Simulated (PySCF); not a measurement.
## Exercise with solution: chemical shift, span and skew from a shielding tensor

formamide (CH3NO), SMILES NC=O. Atoms are numbered in the order given.

```xyz
6

N      0.1574    -1.0772     0.0000
C     -0.3841     0.1604     0.0000
O      0.2443     1.1897     0.0000
H      1.1586    -1.1765     0.0000
H     -0.4193    -1.8981     0.0000
H     -1.4909     0.1351     0.0000
```
Charge 0, spin multiplicity 1.

The structure is a stationary point at PBE0-D3(BJ)/def2-TZVP. Other conformers were not sampled.

GIAO shieldings from B3LYP/pcSseg-2 (PySCF), non-relativistic, no solvent. The symmetric part of the tensor of N1 has the principal values 41.2, 152.9, 236.6 ppm. The same nucleus in NH3 has σ = 260.3 ppm at this level (PySCF, at its B3LYP-D3(BJ)/def2-TZVP geometry).

Work out the isotropic shielding, the ¹⁵N shift against NH3, the span and the skew.


σ(iso) = (σ11 + σ22 + σ33)/3 = 143.6 ppm. δ = σ(ref) − σ(iso) = 260.3 − (143.6) = 116.7 ppm.
Span Ω = σ33 − σ11 = 195.4 ppm. Skew κ = 3(σ(iso) − σ22)/Ω = -0.14. Tumbling in solution averages the tensor to δ; in a static solid the shielding alone would spread this spin-1/2 line over Ω.
